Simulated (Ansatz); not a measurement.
C$_{2}$H$_{2}$F$_{2}$, SMILES `C=C(F)F` at its PBE0-D4/def2-TZVP geometry, where that method's forces vanish. Total charge 0; spin multiplicity 1.

```xyz
6

C     0.1986    0.4575   -0.5352
C    -0.1583   -0.3647    0.4266
F    -0.8249   -0.0235    1.5054
F     0.0975   -1.6525    0.4551
H     0.7463    0.0804   -1.3845
H    -0.0592    1.5027   -0.4674
```

(1) What forces (eV/Å) does r2SCAN-D4/def2-TZVPP give on these atoms in the Gaussian-basis code of Ansatz? (Best estimate.)

Results:

(1) The calculation gave: 
```
C1   0.076  0.175 -0.205
C2   0.054  0.124 -0.145
F3  -0.177  0.072  0.293
F4   0.059 -0.344  0.025
H5  -0.017  0.005  0.028
H6   0.005 -0.033  0.004
```
